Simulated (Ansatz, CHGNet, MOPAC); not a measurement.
# Ladder of methods for the elastic constant C11 of zinc-blende BAs

Reference value: 285 GPa (measured, room temperature, no zero-point or thermal correction; as tabulated in Kang et al. (2019), arXiv:1911.11281).

Problem. What do PM7 semi-empirical Hartree-Fock (MOPAC), CHGNet 0.3.0, LDA, PBE, PBE-D3(BJ), r²SCAN+rVV10, Hartree–Fock give, and how far is each from the reference?

Solution. 
```tsv
level (code)	value (GPa)	cell (Å³/atom)	difference (%)
PM7 semi-empirical Hartree-Fock (MOPAC)	365	13.31	+28
CHGNet 0.3.0	148	14.23	-48
LDA (Ansatz)	290	13.25	+1.8
PBE (Ansatz)	267	13.90	-6.3
PBE-D3(BJ) (Ansatz)	279	13.52	-2.1
r²SCAN+rVV10 (Ansatz)	292	13.61	+2.5
Hartree–Fock (Ansatz)	327	14.06	+14.7
```

The reference is not for a static lattice or low temperature, so close values are not ranked against it. Off by more than 25 %, or 35 % on the side where a correction would as a rule narrow the miss (bounds picked here): CHGNet 0.3.0 (-48 %).

The measured value isn't corrected to a static lattice, so vibrations enter the comparison. A static lattice is as a rule stiffer than a warm one, by over a tenth in soft solids.  PM7 semi-empirical Hartree-Fock (MOPAC): the method was fitted mainly to molecules. PM7 semi-empirical Hartree-Fock (MOPAC): the run uses a supercell at the zone centre in place of a k mesh. PBE-D3(BJ): the dispersion coefficients are held fixed in the derivatives. Each level is taken at its own relaxed cell. Cutoffs and k meshes differ between the levels. Ansatz's density-functional and Hartree–Fock values are scalar-relativistic unless marked +SOC, with PAW data made under PBE.

Machine-learned potentials (CHGNet 0.3.0) are trained on DFT data: a solid inside that data is no test of them.

Differences are worked out from the printed values.

Ansatz is a quantum-chemistry and plane-wave program.
